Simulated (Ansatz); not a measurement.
Species: BeH, net charge 1, singlet state. 
Coordinates optimised at B3LYP-D3(BJ)/def2-TZVP (Ansatz, a quantum-chemistry and plane-wave program):
```
Be
H 1 1.3221
```
Charge +1, spin multiplicity 1.

Basis-set convergence of Hartree-Fock and CCSD(T) correlation energies (hartree) with Ansatz. Correlated levels leave the core frozen unless marked. Spin-orbit coupling is left out. No relativistic terms.

```csv
basis,functions,E(HF),"E(corr, CCSD(T))"
def2-SVPD,20,-14.83634,-0.03179
def2-TZVPPD,39,-14.85215,-0.03720
def2-QZVPPD,69,-14.85380,-0.03933
```

Extrapolating the two largest sets (X = 3 and 4) as X^-3: E(corr) = (64·(-0.03933) - 27·(-0.03720))/37 = -0.0409 Eh, an estimate of the basis-set limit. The largest set recovers 96.2 % of it, the smallest 77.7 %.
